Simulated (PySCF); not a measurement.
Molecule: `InChI=1S/C3H4F2/c4-2-1-3(2)5/h2-3H,1H2/t2-,3-/m1/s1`.

Molfile (atoms numbered from 1):
```
C3H4F2
     RDKit          3D

  9  9  0  0  0  0  0  0  0  0999 V2000
    0.0498   -1.9132    0.3671 F   0  0  0  0  0  0  0  0  0  0  0  0
   -0.0868   -0.7664   -0.3381 C   0  0  2  0  0  0  0  0  0  0  0  0
    0.8007    0.3928   -0.0085 C   0  0  0  0  0  0  0  0  0  0  0  0
   -0.6552    0.4188    0.3437 C   0  0  1  0  0  0  0  0  0  0  0  0
   -1.4803    1.2308   -0.3565 F   0  0  0  0  0  0  0  0  0  0  0  0
   -0.3586   -0.9333   -1.3860 H   0  0  0  0  0  0  0  0  0  0  0  0
    1.5099    0.2783    0.8154 H   0  0  0  0  0  0  0  0  0  0  0  0
    1.1368    1.0149   -0.8421 H   0  0  0  0  0  0  0  0  0  0  0  0
   -0.9380    0.3179    1.3971 H   0  0  0  0  0  0  0  0  0  0  0  0
  1  2  1  0
  2  3  1  0
  3  4  1  0
  4  5  1  0
  4  2  1  0
  2  6  1  6
  3  7  1  0
  3  8  1  0
  4  9  1  1
M  END
```

Spin–spin couplings on one PBE0-D3(BJ)/def2-SVP geometry, PySCF 2.14, gas phase, non-relativistic, equivalent pairs averaged; isotopes $^{19}$F, $^{13}$C, $^{1}$H; functional B3LYP.

Question: How do the couplings (Hz) change with the basis set? Times are CPU seconds on shared hosts with different chips, so compare them loosely. Far from the basis limit: pcJ-0, 6-31G*, def2-TZVP, cc-pVTZ.

Answer: 
```tsv
basis set	functions	$^{1}J$(F1,C2)	$^{1}J$(C2,H6)	$^{1}J$(C3,H7)	$^{1}J$(C2,C4)	$^{1}J$(C2,C3)	$^{2}J$(F1,H6)	$^{2}J$(H7,H8)	core-s
pcJ-0	77	-393.8	172.8	147.4	8.6	4.5	37.5	-9.3	6.8
6-31G*	78	-228.6	198.9	173.1	33.7	23.6	53.6	-10.8	5.8
pcJ-1	175	-302.4	200.9	170.4	23.3	15.1	66.2	-9.6	18
def2-TZVP	179	-338.7	193.5	162.6	20.9	12.1	63.2	-7.8	22
cc-pVTZ	206	-296.2	179.5	152.4	21.1	11.2	56.0	-7.7	21
aug-cc-pVTZ-J	310	-317.4	205.7	172.6	21.0	12.6	69.0	-9.9	48
```

The Fermi-contact term samples the wavefunction at the nucleus, which is why sets with added tight s functions (names with J) are made for couplings.
